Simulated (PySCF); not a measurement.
Mapped SMILES: `[F:1][CH:2]([F:3])[C@@H:4]1[CH2:5][NH:6]1`. Hydrogens are named by the atom that carries them. Ha(C5) is cis to C2 on the ring; Hb(C5) is trans to C2 on the ring.

PySCF 2.14.0 with density-fitted response routines calculation with geometry: GFN2-xTB and shielding tensors at PBE0/pcSseg-1 (GIAO); single conformer, non-relativistic Hamiltonian, gas phase.

List the cross peaks expected in HSQC, COSY and HMBC spectra.

Answers



HSQC (one-bond C–H):
```
           δH          δC
 5.41 (H(C2))  128.4 (C2)
 2.33 (H(C4))   31.8 (C4)
1.98 (Hb(C5))   20.3 (C5)
1.45 (Ha(C5))   20.3 (C5)
```

COSY cross peaks (H two or three bonds apart, from the bond graph; peaks can be absent where the dihedral angle is near 90°):
```
           δH             δH
 5.41 (H(C2))   2.33 (H(C4))
 2.33 (H(C4))  1.98 (Hb(C5))
 2.33 (H(C4))  1.45 (Ha(C5))
1.98 (Hb(C5))  1.45 (Ha(C5))
```

HMBC (two and three bonds, from the bond graph):
```
           δH                     δC
 5.41 (H(C2))   31.8 (C4), 20.3 (C5)
 2.33 (H(C4))  128.4 (C2), 20.3 (C5)
1.98 (Hb(C5))  128.4 (C2), 31.8 (C4)
1.45 (Ha(C5))  128.4 (C2), 31.8 (C4)
```

Referencing at the same level of theory: TMS for $^{1}$H (σref 31.72), $^{13}$C (σref 186.93).

Short H···H contacts in this conformer between protons four or more bonds apart (candidates for NOE cross peaks, intensity ∝ r⁻⁶): H(C2)···Ha(C5) 2.68 Å.

OH/NH shifts are gas-phase values; hydrogen bonding in solution moves them, usually downfield. Shifts are as computed. Against solution values, carbons near 30 ppm lie about +3 ppm off and those near 130 ppm about +5 ppm. Of 1211 compounds with measured shifts, 218 miss one by over three times the rms of a fit or turn the order of signals round; such compounds aren't used in these exercises.
